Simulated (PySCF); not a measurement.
# A diatomic session: HCl

One table from this session's results is given with a row withheld; the runs are named, their logs left out.

The runs use PySCF 2.14.0; H jorge-DZP-DKH, Cl jorge-DZP-DKH, spin-free X2C with a Gaussian nucleus.

Set-up of the first run:

Settings of the job:

```
atoms                         : H, Cl
charge                        : 0
basis                         : H jorge-DZP-DKH, Cl jorge-DZP-DKH
Hamiltonian                   : spin-free X2C with a Gaussian nucleus
basis functions               : 29
electrons treated             : 18
masses in u                   : 1.0078, 34.9689
levels                        : PBE0, PBE, r²SCAN, B97-3, LDA, r²SCANh, CAM-B3LYP, HF, MP2, SCS-MP2, CCSD, CCSD(T)
grid                          : 80 radial by 434 angular points
occupations                   : held fixed by the projection of orbital angular momentum
dissociation limit            : H + Cl, each in its ground configuration
starting distance in angstrom : 1.290
values of 2S to try           : 0, 2
```

Run with:

```bash
> OMP_NUM_THREADS=1 python dia.py task.json out
```

Among the steps run: Input; PBE0 along the bond; Other states along the same grid; PBE; r²SCAN (meta-GGA); B97-3 (global hybrid GGA); LDA (local density); r²SCANh; CAM-B3LYP; RHF (mean field); Adding correlation.

One table of the session follows, with a row left open; its other results are not shown here.

Energy (eV) from each level's lowest point:

```
R (Å)    RHF  RHF-MP2  RHF-SCS-MP2  RHF-CCSD  RHF-CCSD(T)
1.112  0.655    0.693        0.704       n/a          n/a
1.164  0.280    0.308        0.316     0.318        0.323
1.215      ?        ?            ?         ?            ?
1.254  0.007    0.016        0.019     0.020        0.021
1.293  0.000    0.000        0.000     0.000        0.000
1.332  0.042    0.032        0.030     0.028        0.026
1.383  0.159    0.134        0.128     0.124        0.119
1.448  0.377    0.333        0.322     0.312        0.304
1.526  0.712    0.641        0.623     0.605        0.591
1.629  1.232    1.118        1.090       n/a          n/a
```

Estimate the missing values for R (Å) = 1.215.

Worked estimate for «RHF». A straight line through the neighbours (1.164, 0.280) and (1.254, 0.007) gives 0.280 + (0.007 − 0.280) × (1.215 − 1.164) / (1.254 − 1.164) = 0.125; a parabola fitted to 4 rows on both sides gives 0.071.

As computed: RHF: 0.074; RHF-MP2: 0.091; RHF-SCS-MP2: 0.096; RHF-CCSD: 0.098; RHF-CCSD(T): 0.101. In «RHF» the line misses by +0.051 and the parabola by -0.003.
